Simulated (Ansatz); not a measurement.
The same path of CH$_{4}$BS (7 atoms, charge 0, multiplicity 2) was run twice with different band settings. Lost on the way: B2–H7. Made: S3–H7.

Computed with UKS BLYP/def2-mTZVP in Ansatz 0.2.0.

Relaxed end points:

```xyz
7
Properties=species:S:1:pos:R:3
C -0.632 0.378 -0.095
B 0.727 -0.429 0.041
S 1.496 -0.944 1.526
H -1.343 -0.208 -0.700
H -0.452 1.308 -0.660
H -1.114 0.636 0.855
H 1.318 -0.741 -0.967
```

```xyz
7
Properties=species:S:1:pos:R:3
C -0.868 0.525 -0.111
B 0.464 -0.234 -0.390
S 1.571 -0.988 0.787
H -1.708 -0.002 -0.594
H -0.849 1.525 -0.573
H -1.125 0.652 0.954
H 2.515 -1.480 -0.074
```

Common settings: movable images 5; climbing image yes; spring 5.0 eV/Å²; optimiser quadratic models (default); start path through a guess of the saddle point; iteration limit 60; end points relaxed.

| run | force threshold |
| --- | --- |
| 1 | 0.03 eV/Å |
| 2 | 0.5 eV/Å |

(1) What does each run give, and how far can it be trusted?

Results:

(1) Run 1: converged after 15 iterations, highest image 1.762 eV above the first end. Neighbouring images differ by up to 1.6 eV, so the band resolves the path poorly. A vibrational analysis at the climbing image gives one clearly imaginary mode, 1318i cm⁻¹: a first-order saddle point.
Run 2: converged after 8 iterations, highest image 1.772 eV above the first end. The threshold of 0.5 eV/Å is loose, so the images may lie well off the minimum-energy path. Neighbouring images differ by up to 1.4 eV, so the band resolves the path poorly. The order of the stationary point at the top wasn't checked.
